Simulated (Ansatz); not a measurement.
Elements on the sites of an ideal fcc lattice, at a guessed lattice constant:

```
CELL_PARAMETERS angstrom
-4.27175 4.27175 -4.27175
4.27175 4.27175 4.27175
4.27175 -4.27175 -4.27175
ATOMIC_POSITIONS crystal
Li 0.25000 0.00000 0.75000
Li 0.50000 0.75000 0.75000
Li 0.75000 0.75000 0.50000
Li 0.00000 0.00000 0.00000
Li 0.00000 0.75000 0.25000
Li 0.25000 0.75000 0.00000
Ga 0.00000 0.25000 0.75000
Ga 0.50000 0.00000 0.50000
Ga 0.75000 0.50000 0.75000
Ga 0.25000 0.25000 0.50000
Ga 0.00000 0.50000 0.50000
Ga 0.75000 0.00000 0.25000
Ga 0.50000 0.25000 0.25000
Ga 0.25000 0.50000 0.25000
Ga 0.75000 0.25000 0.00000
Ga 0.50000 0.50000 0.00000
```

Cell and atoms were relaxed without symmetry on coarser meshes and computed once more. All numbers below come from DFT PBE, scalar-relativistic, plane waves, PAW in Ansatz 0.2.0.

Settings: cutoff 420 eV, Γ-centred mesh 6×6×6 on the computed 16-atom cell, Gaussian smearing of 0.10 eV; no spin polarisation.

The relaxation ran on 2×2×2 (shifted) k points with a smearing of 0.1 eV, from sites shaken by 0.02 Å.

**Question.** What does the relaxation give?

**Answer.** A volume of 16.72 Å³/atom and no gap on the mesh. It lies 0.19 eV/atom below the elements' standard states (static lattices, no corrections for gases). The atoms leave their sites by 0.13 Å (root mean square) and 0.24 Å at most, and the cell stretches by up to 28.1 % at fixed volume, so the lattice hasn't survived.

```
CELL_PARAMETERS angstrom
-5.19869 5.19952 -3.32309
3.86652 3.86543 3.32116
5.20356 -5.19760 -3.32603
ATOMIC_POSITIONS crystal
Li 0.25483 0.00024 0.75189
Li 0.50082 0.74586 0.74735
Li 0.72831 0.74837 0.47610
Li 0.00292 0.00003 0.00264
Li 0.99950 0.74582 0.24926
Li 0.27279 0.74730 0.02161
Ga 0.02721 0.24929 0.77602
Ga 0.49678 0.00394 0.50411
Ga 0.76333 0.49168 0.73033
Ga 0.25392 0.25676 0.50336
Ga 0.98323 0.49142 0.51306
Ga 0.75534 0.00394 0.24401
Ga 0.47669 0.25050 0.22455
Ga 0.24163 0.49354 0.25455
Ga 0.75500 0.25721 0.00184
Ga 0.50569 0.49362 0.98915
```

The final mesh leaves forces up to 0.37 eV/Å and stresses up to 1.2 GPa: the relaxation ran on a coarser mesh, so the cell's shape, its bonds and its energy belong partly to that mesh.

Cost: 2 runs of about 17 core-minutes in all (earlier runs that led there not counted), on Arm Neoverse V1 (shared hosts).